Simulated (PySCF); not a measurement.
Compound: CS₂.
Atom-mapped SMILES: `[S:1]=[C:2]=[S:3]`

The same species was optimised twice, with GFN2-xTB and with PBE0-D3(BJ)/def2-SVP (PySCF), and the same property calculations (PySCF, gas phase) were run on both structures.

```csv
coordinate,GFN2-xTB,PBE0-D3(BJ)/def2-SVP,change
S1=C2 (Å),1.550,1.556,+0.006
C2=S3 (Å),1.550,1.556,+0.006
S1–C2–S3 (°),180.0,180.0,0.0
```

Rotational constants: B = 3289 MHz (linear) (GFN2-xTB) against B = 3265 MHz (linear) (PBE0-D3(BJ)/def2-SVP). Point groups within 0.08 Å: D∞h and D∞h.

On the GFN2-xTB structure: HOMO (eV) -7.93 [PBE0/pcSseg-1]; LUMO (eV) -1.99 [PBE0/pcSseg-1]; GIAO shielding of S1/S3 (mean) (ppm) 503.7 [PBE0/pcSseg-1]; GIAO shielding of C2 (ppm) -21.4 [PBE0/pcSseg-1].

What do these properties become on the PBE0-D3(BJ)/def2-SVP structure?

```json
{"property": "HOMO (eV)", "level": "PBE0/pcSseg-1", "on GFN2-xTB": "-7.93", "on PBE0-D3(BJ)/def2-SVP": "-7.93", "change": "0.00"}
{"property": "LUMO (eV)", "level": "PBE0/pcSseg-1", "on GFN2-xTB": "-1.99", "on PBE0-D3(BJ)/def2-SVP": "-2.02", "change": "-0.03"}
{"property": "energy, GFN2-xTB geometry as zero (kcal/mol)", "level": "PBE0/pcSseg-1", "on GFN2-xTB": "0.0", "on PBE0-D3(BJ)/def2-SVP": "-0.1", "change": "-0.1"}
{"property": "GIAO shielding of S1/S3 (mean) (ppm)", "level": "PBE0/pcSseg-1", "on GFN2-xTB": "503.7", "on PBE0-D3(BJ)/def2-SVP": "495.7", "change": "-8.0"}
{"property": "GIAO shielding of C2 (ppm)", "level": "PBE0/pcSseg-1", "on GFN2-xTB": "-21.4", "on PBE0-D3(BJ)/def2-SVP": "-23.3", "change": "-1.9"}
```

The heavy atoms differ by 0.005 Å rms after alignment. Among all bonds S1=C2 and C2=S3 change most and about equally (+0.006 Å). Changes are differences of the printed values. Neither structure is proved a minimum here.
